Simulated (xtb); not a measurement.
CH5N, SMILES CN. All values are semi-empirical tight-binding results from xtb (GFN2-xTB unless named), good for trends rather than for accurate numbers. The structure is a stationary point at GFN2-xTB.

Optimised geometry:

Bonded distances (Å): C1–N2 1.453, C1–H3 1.089, C1–H4 1.089, C1–H5 1.100, N2–H6 1.015, N2–H7 1.015. Bond angles (°): N2–C1–H3 108.6, N2–C1–H4 108.6, N2–C1–H5 114.4, H3–C1–H4 108.4, H3–C1–H5 108.4, H4–C1–H5 108.4, C1–N2–H6 110.2, C1–N2–H7 110.2, H6–N2–H7 107.6.

Estimate the properties. (Estimate from the structure and the level; the computed values follow.)


The point group as xtb finds it comes out as Cs. The orbital gap comes out as 11.55 eV and the dipole moment is 1.46 D. The zero-point energy comes out as 39.3 kcal/mol and the G − E(el) at 298.15 K (modified RRHO) is 24.9 kcal/mol. The static polarisability (D4 model) is 26.0 bohr³, the solvation energy, GFN2-xTB/ALPB(water) comes out as -2.4 kcal/mol and the solvation energy, GFN2-xTB/ALPB(toluene) is -1.7 kcal/mol.

Computed IR lines (harmonic; lines under 4 % of the strongest left out, lines within 3 cm⁻¹ merged):
ν (cm⁻¹): 348 (m), 916 (vs), 1104 (w), 1162 (m), 1497 (w), 1573 (m), 2867 (s), 3013 (s), 3385 (w), 3415 (w) (against the strongest line: vs over 80 %, s over 45 %, m over 15 %, w over 4 %, vw less)

Give the atomic charges and the Wiberg bond orders between heavy atoms. (The exact figures need the calculation; the answer reports its results.)

charges (e) C1 -0.02, N2 -0.34, H3 0.04, H4 0.04, H5 0.01, H6 0.14, H7 0.14. Bond orders C1–N2 1.04.
